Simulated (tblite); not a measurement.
What does the GFN2-xTB structure of `NNC1CC1` look like in three dimensions?

Z-matrix in Å and degrees, rows numbered from 1:
```
N 
N   1  1.4226
C   2  1.4327  1  114.79
C   3  1.4931  2  120.27  1  -148.76
C   4  1.5020  3   60.56  2   111.73
H   1  1.0169  2  107.89  3   -77.40
H   1  1.0244  2  111.77  3    41.06
H   2  1.0175  1  107.26  3  -123.26
H   3  1.0860  2  111.14  1    67.55
H   4  1.0795  3  117.80  5  -108.09
H   4  1.0787  3  118.33  5   108.87
H   5  1.0792  3  119.01  4  -108.18
H   5  1.0809  3  117.99  4   107.08
```

N1 (hydrazine nitrogen) is pyramidal (angles 111.8°, 107.9° and 107.9°, sum 327.5°, 0.38 Å off the plane of its three neighbours). N2 (hydrazine nitrogen) is pyramidal (angles 114.8°, 110.6° and 107.3°, sum 332.6°, 0.39 Å off the plane of its three neighbours). Of the pairs four or more bonds apart, H8···H10 is among the closest relative to their van der Waals radii: 2.42 Å, 101 % of the sum of Bondi's values. The 3-membered ring C3–C4–C5 has internal angles of 59.4° to 60.6°.

Structure optimised with GFN2-xTB, isolated species.

Point group: C1 (no symmetry element, even within 0.4 Å). Its GFN2-xTB frequencies are all real (lowest 98 cm⁻¹). One conformer, not necessarily the lowest (H–N1–N2–C3 -77° and 41°, N1–N2–C3–C4 -149°). 2 starts were optimised and ended at 0.00 and 2.94 kcal/mol (GFN2-xTB); the lowest of these is shown.

Time: 0.21 s of wall time. Hardware: an Arm Neoverse V2 with one thread, shared host with 32 logical CPUs at a one-minute load of 20. That covers the optimisation of the geometry.

These are computed values.
